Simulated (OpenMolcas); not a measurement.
# A workflow on [BH3]− (SMILES [BH3-])

We compute a single-point energy (ROHF/3-21G), then the energy (CASSCF(3,3)/3-21G), then a single-point energy (CASPT2(3,3)/3-21G), then a single-point energy (SC-NEVPT2(3,3)/3-21G), then a single-point energy (MRCI(3,3)/3-21G) of [BH3]−. 

The results are computed with OpenMolcas 26.06.

1 further run of the same task is left out (set aside as unsound or not needed).

### Step 1. The structure to begin with

[BH3]− has 4 atoms, charge -1, and is taken as a doublet. As SMILES, `[BH3-]`. The B1–H3 distance was set to 1.567 Å, away from the relaxed value.

Bond lengths: B1–H2 1.254 Å, B1–H4 1.254 Å. Angles: H2–B1–H4 111.5°. A long bond or contact: B1–H3 1.567 Å.

### Step 2. A single-point energy at ROHF/3-21G (run 1)

File step1.inp:

```
* BH3 Hartree-Fock
&GATEWAY
BasLib=$CurrDir
Coord
4
angstrom
B        0.257854       0.243631      -0.321855
H        1.024504       0.733521       0.540435
H       -0.279230      -1.161080       0.118390
H       -0.680846       1.026821      -0.601135
Basis=3-21G
Group=NoSym
&SEWARD
&SCF
UHF
Charge=-1
Spin=2
Scramble=0.25
PrOrbitals=1 1
&RASSCF
FileOrb=$Project.UnaOrb
Spin=2
Nactel=1 0 0
Inactive=4
Ras2=1
OutOrbitals=Canonical
OrbListing=Nothing
```

The basis set 3-21G is read from a file made from the Basis Set Exchange's data (not shown).

Run with:

```console
$ export MOLCAS_MEM=1860
$ pymolcas step1.inp > step1.log
```

The program printed:

```text
--- Start Module: gateway ---
[...]
--- Stop Module: gateway /rc=_RC_ALL_IS_WELL_ ---
[...]
      Basis functions           15
[...]
--- Start Module: scf ---
[...]
       Convergence after  14 Iterations
[...]
::    Total SCF energy                                -26.1612618883
[...]
      Total spin, S                                     0.5068027657
[...]
--- Stop Module: scf /rc=_RC_ALL_IS_WELL_ ---
--- Start Module: rasscf ---
[...]
      Number of active orbitals                  1
[...]
      Spin quantum number                      0.5
[...]
      Active orbitals                            1
[...]
      Number of CSFs                             1
[...]
      Number of root(s) required                 1
[...]
      Convergence after  7 iterations
[...]
      printout of CI-coefficients larger than  0.05 for root  1
      energy=     -26.159633
      conf/sym  1     Coeff  Weight
             1  u   1.00000 1.00000
      Natural orbitals and occupation numbers for root  1
      sym 1:   1.000000
      ************************************************************************************************************************
      *                                                    Final results                                                     *
[...]
::    RASSCF root number  1 Total energy:    -26.15963300
[...]
      Total electronic charge=    9.000000
      Total            charge=   -1.000000
[...]
      Dipole Moment (debye):
      Origin of the operator (angstrom)=    0.2069    0.2342   -0.2484
                   X=  2.6740E-01               Y=  9.3085E-01               Z= -1.5709E-01           Total=  9.8115E-01
      Center of Charge (angstrom)
[...]
--- Stop Module: rasscf /rc=_RC_ALL_IS_WELL_ ---
[...]
```

It took 1.6 s on 1 thread of Intel Xeon 6975P-C (Granite Rapids), shared host; peak memory 0.37 GiB.

### Step 3. The energy at CASSCF(3,3)/3-21G (run 2)

File step2.input:

```
&GATEWAY
  BasLib
  $CurrDir
  Coord
  4
  angstrom
  B        0.257854       0.243631      -0.321855
  H        1.024504       0.733521       0.540435
  H       -0.279230      -1.161080       0.118390
  H       -0.680846       1.026821      -0.601135
  Basis
  3-21G
  Group
  NoSym

&SEWARD

&RASSCF
  FileOrb
  $CurrDir/step1.RasOrb
  Spin
  2
  Nactel
  3 0 0
  Inactive
  3
  Ras2
  3
  OrbListing
  Nothing
  OrbAppear
  Compact
```

The basis set 3-21G is read from a file made from the Basis Set Exchange's data (not shown).

Run with:

```console
$ export MOLCAS_MEM=1860
$ pymolcas step2.input > step2.log
```

The program printed:

```text
--- Start Module: gateway ---
[...]
--- Stop Module: gateway /rc=_RC_ALL_IS_WELL_ ---
--- Start Module: seward ---
[...]
      Basis functions           15
--- Stop Module: seward /rc=_RC_ALL_IS_WELL_ ---
--- Start Module: rasscf ---
[...]
      Number of active orbitals                  3
[...]
      Spin quantum number                      0.5
[...]
      Active orbitals                            3
[...]
      Number of CSFs                             8
[...]
      Number of root(s) required                 1
[...]
      Convergence after 11 iterations
[...]
      printout of CI-coefficients larger than  0.05 for root  1
      energy=     -26.178761
      conf/sym  111     Coeff  Weight
             1  2u0   0.98940 0.97892
             8  0u2   0.13196 0.01741
      Natural orbitals and occupation numbers for root  1
      sym 1:   1.960614   1.000394   0.038992
      ************************************************************************************************************************
      *                                                    Final results                                                     *
[...]
::    RASSCF root number  1 Total energy:    -26.17876116
[...]
      Total electronic charge=    9.000000
      Total            charge=   -1.000000
[...]
      Dipole Moment (debye):
      Origin of the operator (angstrom)=    0.2069    0.2342   -0.2484
                   X=  1.6920E-01               Y=  6.1792E-01               Z= -9.1030E-02           Total=  6.4710E-01
      Center of Charge (angstrom)
[...]
--- Stop Module: rasscf /rc=_RC_ALL_IS_WELL_ ---
[...]
```

Wall time 1.1 s (1 thread of Intel Xeon 6975P-C (Granite Rapids), shared host); peak memory 0.37 GiB.

### Step 4. The energy at CASPT2(3,3)/3-21G (run 3)

File step3.inp:

```
&GATEWAY
 BASLIB = $CurrDir
 COORD
 4
 angstrom
 B        0.257854       0.243631      -0.321855
 H        1.024504       0.733521       0.540435
 H       -0.279230      -1.161080       0.118390
 H       -0.680846       1.026821      -0.601135
 BASIS = 3-21G
 GROUP = NoSym

&SEWARD

&RASSCF
 FILEORB = $CurrDir/step2.RasOrb
 SPIN = 2
 NACTEL = 3 0 0
 INACTIVE = 3
 RAS2 = 3
 ORBLISTING = Nothing
 ORBAPPEAR = Compact

&CASPT2
 IMAGINARY = 0.1
 FROZEN = 1
```

The basis set 3-21G is read from a file made from the Basis Set Exchange's data (not shown).

Run with:

```console
$ export MOLCAS_MEM=1860
$ pymolcas step3.inp > step3.log
```

The program printed:

```text
--- Start Module: gateway ---
[...]
--- Stop Module: gateway /rc=_RC_ALL_IS_WELL_ ---
[...]
      Basis functions           15
[...]
--- Start Module: rasscf ---
[...]
      Number of active orbitals                  3
[...]
      Spin quantum number                      0.5
[...]
      Active orbitals                            3
[...]
      Number of CSFs                             8
[...]
      Number of root(s) required                 1
[...]
      Convergence after  4 iterations
[...]
      printout of CI-coefficients larger than  0.05 for root  1
      energy=     -26.178761
      conf/sym  111     Coeff  Weight
             1  2u0   0.98940 0.97892
             8  0u2   0.13196 0.01741
      Natural orbitals and occupation numbers for root  1
      sym 1:   1.960614   1.000394   0.038992
      ************************************************************************************************************************
      *                                                    Final results                                                     *
[...]
::    RASSCF root number  1 Total energy:    -26.17876116
[...]
      Total electronic charge=    9.000000
      Total            charge=   -1.000000
[...]
      Dipole Moment (debye):
      Origin of the operator (angstrom)=    0.2069    0.2342   -0.2484
                   X=  1.6919E-01               Y=  6.1791E-01               Z= -9.1030E-02           Total=  6.4709E-01
      Center of Charge (angstrom)
[...]
--- Stop Module: rasscf /rc=_RC_ALL_IS_WELL_ ---
--- Start Module: caspt2 ---
[...]
      E2 (Variational):          -0.0487289995
      Total energy:             -26.2274901599
[...]
      Reference weight:           0.97831
[...]
::    CASPT2 Root  1     Total energy:    -26.22749016
[...]
--- Stop Module: caspt2 /rc=_RC_ALL_IS_WELL_ ---
[...]
```

Run time: 1.4 s. Hardware: 1 thread of Intel Xeon 6975P-C (Granite Rapids), shared host; peak memory 0.36 GiB.

### Step 5. The energy at SC-NEVPT2(3,3)/3-21G (run 4)

File step4.inp:

```
* BH3 NEVPT2
>>> EXPORT MOLCAS_PRINT=2

&GATEWAY
 BasLib=$CurrDir
 Coord
 4
 angstrom
 B        0.257854       0.243631      -0.321855
 H        1.024504       0.733521       0.540435
 H       -0.279230      -1.161080       0.118390
 H       -0.680846       1.026821      -0.601135
 Basis=3-21G
 Group=NoSym

&SEWARD

&RASSCF
 FileOrb=$CurrDir/step2.RasOrb
 Spin=2
 Nactel=3 0 0
 Inactive=3
 Ras2=3
 OrbListing=Nothing
 OrbAppear=Compact

&CASPT2
 SC-NEVPT2
 Frozen=1
```

The basis set 3-21G is read from a file made from the Basis Set Exchange's data (not shown).

Run with:

```console
$ export MOLCAS_MEM=1860
$ pymolcas step4.inp > step4.log
```

The program printed:

```text
--- Start Module: gateway ---
[...]
--- Stop Module: gateway /rc=_RC_ALL_IS_WELL_ ---
[...]
      Basis functions           15
[...]
--- Start Module: rasscf ---
[...]
      Number of active orbitals                  3
[...]
      Spin quantum number                      0.5
[...]
      Active orbitals                            3
[...]
      Number of CSFs                             8
[...]
      Number of root(s) required                 1
[...]
      Convergence after  4 iterations
[...]
      printout of CI-coefficients larger than  0.05 for root  1
      energy=     -26.178761
      conf/sym  111     Coeff  Weight
             1  2u0   0.98940 0.97892
             8  0u2   0.13196 0.01741
      Natural orbitals and occupation numbers for root  1
      sym 1:   1.960614   1.000394   0.038992
      ************************************************************************************************************************
      *                                                    Final results                                                     *
[...]
::    RASSCF root number  1 Total energy:    -26.17876116
[...]
      Total electronic charge=    9.000000
      Total            charge=   -1.000000
[...]
      Dipole Moment (debye):
      Origin of the operator (angstrom)=    0.2069    0.2342   -0.2484
                   X=  1.6919E-01               Y=  6.1791E-01               Z= -9.1030E-02           Total=  6.4709E-01
      Center of Charge (angstrom)
[...]
--- Stop Module: rasscf /rc=_RC_ALL_IS_WELL_ ---
--- Start Module: caspt2 ---
[...]
      E2 (Variational):          -0.0482340834
[...]
      E2 (Variational):          -0.0480947925
      Total energy:             -26.2268559528
[...]
      Reference weight:           0.97859
[...]
::    SC-NEVPT2 Root  1     Total energy:    -26.22685595
[...]
--- Stop Module: caspt2 /rc=_RC_ALL_IS_WELL_ ---
[...]
```

Run time: 1.4 s. Hardware: 1 thread of Intel Xeon 6975P-C (Granite Rapids), shared host; peak memory 0.37 GiB.

### Step 6. The energy at MRCI(3,3)/3-21G (run 5)

File step5.inp:

```
* BH3 MRCI

&gateway
 baslib=$CurrDir
 coord
 4
 angstrom
 B        0.257854       0.243631      -0.321855
 H        1.024504       0.733521       0.540435
 H       -0.279230      -1.161080       0.118390
 H       -0.680846       1.026821      -0.601135
 basis=3-21G
 group=NoSym

&seward

&rasscf
 fileorb=$CurrDir/step2.RasOrb
 spin=2
 nactel=3 0 0
 inactive=3
 ras2=3
 orblisting=Nothing
 orbappear=Compact

&motra
 lumorb
 frozen=1

&guga
 electrons=7
 spin=2
 inactive=2
 active=3
 ciall=1

&mrci
 sdci
```

The basis set 3-21G is read from a file made from the Basis Set Exchange's data (not shown).

Run with:

```console
$ export MOLCAS_MEM=1860
$ pymolcas step5.inp > step5.log
```

The program printed:

```text
--- Start Module: gateway ---
[...]
--- Stop Module: gateway /rc=_RC_ALL_IS_WELL_ ---
[...]
      Basis functions           15
[...]
      Number of active orbitals                  3
[...]
      Spin quantum number                      0.5
[...]
      Active orbitals                            3
[...]
      Number of CSFs                             8
[...]
      Number of root(s) required                 1
[...]
      Convergence after  4 iterations
[...]
      printout of CI-coefficients larger than  0.05 for root  1
      energy=     -26.178761
      conf/sym  111     Coeff  Weight
             1  2u0   0.98940 0.97892
             8  0u2   0.13196 0.01741
      Natural orbitals and occupation numbers for root  1
      sym 1:   1.960614   1.000394   0.038992
      ************************************************************************************************************************
      *                                                    Final results                                                     *
[...]
::    RASSCF root number  1 Total energy:    -26.17876116
[...]
      Dipole Moment (debye):
      Origin of the operator (angstrom)=    0.2069    0.2342   -0.2484
                   X=  1.6919E-01               Y=  6.1791E-01               Z= -9.1030E-02           Total=  6.4709E-01
      Center of Charge (angstrom)
[...]
--- Start Module: guga ---
[...]
--- Stop Module: guga /rc=_RC_ALL_IS_WELL_ ---
[...]
       (But an ACPF correction will be computed)
       USE THE DEFAULT ACPF G-VALUE GFAC=  0.28571428571428570
[...]
                      CI ENERGY:   -26.24121443
[...]
                ACPF CORRECTION:    -0.00177127
[...]
      Total electronic charge=    9.000000
      Total            charge=   -1.000000
[...]
     ACPF CORRECTION:     -0.00177127
[...]
  CI State   1     Total energy:    -26.24121443     QDav:     -0.00250824     QACPF:     -0.00177127
[...]
```

It took 1.3 s on 1 thread of Intel Xeon 6975P-C (Granite Rapids), shared host; peak memory 0.37 GiB.

### Step 7. Results

| quantity | value |
| --- | --- |
| run 1, ROHF/3-21G: total energy | -26.15963 Eh |
| run 2, CASSCF(3,3)/3-21G: total energy | -26.17876 Eh |
| run 3, CASPT2(3,3)/3-21G: total energy | -26.22749 Eh |
| run 4, SC-NEVPT2(3,3)/3-21G: total energy | -26.22686 Eh |
| run 5, MRCI(3,3)/3-21G: total energy | -26.24121 Eh |

Mulliken charges (run 3, CASPT2(3,3)/3-21G) of the CASSCF density run from -0.41 on B1 to -0.18 on H2; they depend strongly on the basis. Mulliken charges (run 5, MRCI(3,3)/3-21G) of the CASSCF density run from -0.41 on B1 to -0.18 on H2.
